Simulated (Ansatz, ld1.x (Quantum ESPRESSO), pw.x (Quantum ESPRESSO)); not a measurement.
# pw.x on diamond Se: one setting changed

Potential: ultrasoft, ld1.x (Quantum ESPRESSO) 7.5, LDA (PW92); core [Ar] 3d10, reference 4s2 4p4; waves: 4s (bound): rcut 1.40, rcutus 1.60 bohr; 4s channel at -0.9 Ry: rcut 1.40, rcutus 1.60 bohr; 4p (bound): rcut 1.85, rcutus 2.05 bohr; 4p channel at 2.3 Ry: rcut 1.85, rcutus 2.05 bohr; 4d channel at -0.05 Ry: rcut 1.30, rcutus 1.60 bohr; local part: all-electron potential smoothed inside 1.70 bohr (lloc = -1); core correction: a·sin(br)/r model core inside 1.18 bohr; augmentation: PSQ, inside the norm-conserving radii.

The reference run (k-mesh 8³, cutoffs 40/380 Ry, Fermi–Dirac 0.01 Ry, mixing_beta 0.4, conv_thr 1e-9, no spin) gives -0.08 GPa at 29.378 Å³/atom, where all-electron LAPW gives -0.04 GPa. This run, with its own iteration cap, changes degauss to 0.02.

```
&control
  calculation='scf', prefix='x', pseudo_dir='./', outdir='./tmp', tstress=.true., disk_io='none'
/
&system
  ibrav=0, nat=2, ntyp=1, ecutwfc=40, ecutrho=380, nbnd=14,
  occupations='smearing', smearing='fd', degauss=0.02
/
&electrons
  conv_thr=1e-09, mixing_beta=0.4, electron_maxstep=50
/
ATOMIC_SPECIES
Se 1.0 Se.UPF
CELL_PARAMETERS angstrom
  0.00000000 3.08560793 3.08560793
  3.08560793 0.00000000 3.08560793
  3.08560793 3.08560793 0.00000000
ATOMIC_POSITIONS crystal
Se 0.0000 0.0000 0.0000
Se 0.2500 0.2500 0.2500
K_POINTS automatic
8 8 8 0 0 0
```

```bash
pw.x < Se.scf.in > Se.scf.out
```

Question: How does the run end?

Answer: It converges in 6 iterations; the free energy moves by -70.3 meV/atom and the pressure by +0.22 GPa. In a metal, with Fermi–Dirac smearing, F lies below its zero-width value by a term in the square of the width.

```
Message from routine setup:
     using ibrav=0 with symmetry is DISCOURAGED, use correct ibrav instead
     lattice parameter (alat)  =       8.2462  a.u.
     unit-cell volume          =     396.5051 (a.u.)^3
     number of electrons       =        12.00
     number of Kohn-Sham states=           14
     kinetic-energy cutoff     =      40.0000  Ry
     charge density cutoff     =     380.0000  Ry
     scf convergence threshold =      1.0E-09
     Exchange-correlation= PW
     number of k points=    29  Fermi-Dirac smearing, width (Ry)=  0.0200
     iteration #  1     ecut=    40.00 Ry     beta= 0.40
     total energy              =     -48.72336106 Ry
     estimated scf accuracy    <       0.00240934 Ry
     iteration #  2     ecut=    40.00 Ry     beta= 0.40
     total energy              =     -48.72315668 Ry
     estimated scf accuracy    <       0.00076384 Ry
     iteration #  3     ecut=    40.00 Ry     beta= 0.40
     total energy              =     -48.72318250 Ry
     estimated scf accuracy    <       0.00000148 Ry
     iteration #  4     ecut=    40.00 Ry     beta= 0.40
     total energy              =     -48.72318324 Ry
     estimated scf accuracy    <       0.00000016 Ry
     iteration #  5     ecut=    40.00 Ry     beta= 0.40
     total energy              =     -48.72318325 Ry
     estimated scf accuracy    <       0.00000004 Ry
     iteration #  6     ecut=    40.00 Ry     beta= 0.40
     the Fermi energy is     4.3584 ev
!    total energy              =     -48.72318325 Ry
     estimated scf accuracy    <          2.1E-10 Ry
     smearing contrib. (-TS)   =      -0.02693320 Ry
     The total energy is F=E-TS. E is the sum of the following terms:
     one-electron contribution =      -0.49057654 Ry
     hartree contribution      =       5.11409274 Ry
     xc contribution           =     -20.06196102 Ry
     ewald contribution        =     -33.25780522 Ry
     convergence has been achieved in   6 iterations
          total   stress  (Ry/bohr**3)                   (kbar)     P=        1.40
     Message from routine punch:
     Nothing written, as per user request (disk_io='none')
```

The run took about 12 s on one core of a shared host (Neoverse-V1, 32 threads, 247 GiB, load 15).
